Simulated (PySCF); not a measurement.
Bonds broken one at a time in the series Al F-Br. Gas-phase values, no solvent. Strings in code marks are SMILES.

Level of theory: M06-2X/def2-TZVP // PBE0-D3(BJ)/def2-TZVP in PySCF 2.14.0. 

| species | dipole moment (D) |
|---|---|
| whole molecule (`[F][Al]([F])[F]`) | 0.00 |
| radical fragment (`[F][Al][F]`) | 2.03 |
| whole molecule (`[F][Al]([F])[Br]`) | ? |
| radical fragment (`[Br][Al][F]`) | 1.86 |

### Question
Fill in the missing entries.

### Answer

- whole molecule (`[F][Al]([F])[Br]`), dipole moment (D): 0.73
